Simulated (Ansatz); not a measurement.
The same path of CH2OS + FH (7 atoms, charge 0, multiplicity 1) was run twice with different band settings. Lost on the way: H1–O2, H6–F7. Made: H1–F7, S5–H6.

All numbers below come from RKS PBE-D4/def2-SVP (Ansatz 0.2.0).

Relaxed end points:

```xyz
7
Properties=species:S:1:pos:R:3
H -0.908 0.635 0.012
O -0.474 0.582 -0.911
C 0.585 -0.183 -0.835
H 1.099 -0.276 -1.815
S 1.182 -0.968 0.503
H -0.333 -0.179 1.510
F -1.150 0.388 1.537
```

```xyz
7
Properties=species:S:1:pos:R:3
H -1.179 0.719 0.407
O -0.430 0.572 -0.985
C 0.560 -0.152 -0.888
H 1.209 -0.364 -1.776
S 1.134 -0.951 0.567
H 0.091 -0.426 1.321
F -1.384 0.602 1.354
```

Common settings: movable images 5; climbing image yes; spring 5.0 eV/Å²; optimiser quadratic models (default); start path through a guess of the saddle point; iteration limit 60; end points relaxed.

| run | force threshold |
| --- | --- |
| 1 | 0.05 eV/Å |
| 2 | 0.5 eV/Å |

Task: What does each run give, and how far can it be trusted?

Result: Run 1: converged after 11 iterations, highest image 0.199 eV above the first end. A vibrational analysis at the climbing image gives one clearly imaginary mode, 1042i cm⁻¹: a first-order saddle point.
Run 2: converged after 6 iterations, highest image 0.209 eV above the first end. The threshold of 0.5 eV/Å is loose, so the images may lie well off the minimum-energy path. The order of the stationary point at the top wasn't checked.
The orbitals stay closed-shell, which can raise the energy where a bond breaks towards radicals; this wasn't checked here.
